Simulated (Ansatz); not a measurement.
# CH₄ (triplet): from Hartree-Fock to the top rungs at distance H1–H2 along a hydrogen transfer = 1.044 Å, 6-31G

How much of the correlation energy of CH₄ (triplet) does each wave-function method recover here?

The runs use Ansatz 0.2.0, Gaussian basis; 6-31G, core rule «outside noble gas», up to 1 orbitals frozen.

Plan: UHF; CCSD(T) on ROHF; CCSD(T) on UHF; BCCD(T) on ROHF; CISD; CCSDT(Q) on ROHF; CCSDT(Q) on UHF; CISDTQ; CCSDTQ on ROHF; CCSDTQ on UHF; CASSCF and MRCISD+Q, 4 electrons in 4 orbitals; CASSCF and NEVPT2, 4 electrons in 4 orbitals; CASSCF and MRCISD+Q, 8 electrons in 8 orbitals; CASSCF and MRCISD+Q(relaxed), 8 electrons in 8 orbitals; CASSCF and NEVPT2, 8 electrons in 8 orbitals; Full CI.

7 further runs of the same task are left out: 5 that didn't finish, 2 set aside as unsound or not needed.

### Step 1. The system

The geometry derives from fragments relaxed apart (PBE0/def2-TZVP) and kept rigid, so it is no stationary point. A hydrogen atom is moved between rigid fragments.

5 atoms, charge 0, spin multiplicity 3.

Atoms are counted from 1 here; the program's logs count them from 0.

Bond lengths: H2–C3 1.314 Å, C3–H4 1.079 Å, C3–H5 1.079 Å. Angles: H2–C3–H4 112.6°, H2–C3–H5 112.6°, H4–C3–H5 134.8°.

### Step 2. UHF

Input file in.yaml:

```yaml
crystal:
  periodic: [false, false, false]
  atoms:
    - {symbol: H, position_ang: [-2.179372, 0.000000, 0.000000]}
    - {symbol: H, position_ang: [-1.135372, 0.000000, 0.000000]}
    - {symbol: C, position_ang: [0.178628, 0.000000, 0.000000]}
    - {symbol: H, position_ang: [0.593096, 0.000000, 0.996161]}
    - {symbol: H, position_ang: [0.593096, 0.000000, -0.996161]}
basis:
  gaussian: {orbitals: 6-31G}
magnetization: {spin_polarized: true, initial_magnetization: 2}
hamiltonian: {xc: hf}
output: {orbitals: {seedname: orbitals}}
```

Run with:

```
$ ansatz run in.yaml --threads 1 --pin off --events-out ev --progress --plain --max-ram 2393MiB
```

After this run come: CCSD(T) on ROHF; CCSD(T) on UHF; BCCD(T) on ROHF; CISD; CCSDT(Q) on ROHF; CCSDT(Q) on UHF; CISDTQ; CCSDTQ on ROHF; CCSDTQ on UHF; CASSCF and MRCISD+Q, 4 electrons in 4 orbitals; CASSCF and NEVPT2, 4 electrons in 4 orbitals; CASSCF and MRCISD+Q, 8 electrons in 8 orbitals; CASSCF and MRCISD+Q(relaxed), 8 electrons in 8 orbitals; CASSCF and NEVPT2, 8 electrons in 8 orbitals; Full CI.

Before running them: what should the planned runs give, taken together? Wanted: FCI below the RHF energy; RMP2 from FCI; UMP2 from FCI; RCCSD from FCI; RCCSD(T) from FCI; UCCSD(T) from FCI; RCCSDT(Q) from FCI; UCCSDT(Q) from FCI; NEVPT2 pair from FCI.

As calculated:

```
                         quantity                                                                                                                                                                    value
         FCI below the RHF energy                                                                                                                                                               -3.1866 eV
                    RMP2 from FCI                                                                                                                                                               +689.2 meV
                    UMP2 from FCI                                                                                                                                                               +664.8 meV
                   RCCSD from FCI                                                                                                                                                                +50.5 meV
                RCCSD(T) from FCI                                                                                                                                                                +11.0 meV
                UCCSD(T) from FCI                                                                                                                                                                +11.5 meV
               RCCSDT(Q) from FCI                                                                                                                                                                 +0.3 meV
               UCCSDT(Q) from FCI                                                                                                                                                                 -0.2 meV
             NEVPT2 pair from FCI                                                                                                                                                               +490.5 meV
           MRCISD+Q pair from FCI                                                                                                                                                                 +7.9 meV
          NEVPT2 valence from FCI                                                                                                                                                               +246.0 meV
levels within 1 kcal/mol (43 meV)  RCCSD(T), UCCSD(T), BCCD(T), RCCSDT, UCCSDT, CISDTQ, RCCSDT(Q), UCCSDT(Q), RCCSDTQ, UCCSDTQ, MRCISD+Q pair, MRCISD valence, MRCISD+Q valence, MRCISD+Q(relaxed) valence
                    T1 diagnostic                                                                                                                                                                    0.030
   effectively unpaired electrons                                                                                                                                                                     2.03
```

In words: RCCSD(T) lands +11.0 meV from the yardstick (0.3 % of the correlation energy). One determinant dominates. Of the multireference levels listed MRCISD+Q(relaxed) valence comes nearest in total energy (-1.7 meV), which doesn't show that its space is the better one. These misses are within one basis, not against nature; the frozen cores of restricted and unrestricted runs differ, which can shift their rows.
